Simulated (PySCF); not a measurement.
Molecule: `[CH-](CCC)C#N`, [C5H8N]-.

Geometry (Å), atoms numbered from 1 in this order:
```xyz
14

C     1.4639    0.4778    0.5382
C     0.7440   -0.8616    0.5932
C    -0.5842   -0.8120   -0.2132
C    -1.6258    0.0996    0.3538
C    -1.6585    1.4176    0.0495
N    -1.7861    2.5435   -0.2690
H     1.8721    0.6508   -0.4572
H     2.2796    0.5307    1.2623
H     0.7453    1.2690    0.7476
H     0.5094   -1.1052    1.6350
H     1.3980   -1.6565    0.2064
H    -0.3386   -0.5048   -1.2379
H    -0.9673   -1.8470   -0.2628
H    -2.0525   -0.2024    1.3120
```

Total charge -1.

Frames of a GFN2-xTB Langevin trajectory at 600 K; GIAO PBE0/pcSseg-1 shieldings in PySCF, gas phase, non-relativistic; equivalent atoms averaged within each frame.

Referencing at the same level of theory: 13C (σ = 186.93 ppm) and 1H (σ = 31.72 ppm) against TMS; NH3 for 15N (σ = 267.73 ppm). The references are static minima.

**Question.** How do the shifts (ppm) fluctuate along the trajectory?

**Answer.** 
```
         time (fs)     C5    C3    C2    C4    C1     N6    H14  H12/H13  H10/H11  H7/H8/H9
optimised geometry  148.9  40.8  38.7   9.1  13.6  285.8  -0.04     1.89     0.92      1.16
               250  156.5  37.2  29.7  24.8  15.8  320.2   2.30     1.99     0.92      0.67
               425  147.6  51.7  32.3  10.9  23.8  285.3  -0.10     3.39    -0.05      2.32
               625  143.3  38.7  21.6  16.8  13.2  304.3   0.50     2.76    -0.75      1.94
               800  146.6  46.1  40.4  18.8  18.5  299.7  -0.07     3.10     1.99      1.89
              1000  150.2  58.1  30.8  11.3  26.0  291.6  -0.33     4.14     1.23      2.36
    mean of frames  148.8  46.4  31.0  16.5  19.5  300.2   0.46     3.08     0.67      1.84
standard deviation    4.9   8.8   6.7   5.8   5.4   13.4   1.07     0.79     1.08      0.69
```

5 frames give an uncertainty of the mean of about the standard deviation over 2.2 at best, since frames this close in time may not be independent; classical motion lacks zero-point vibration, and the reference would need the same averaging.
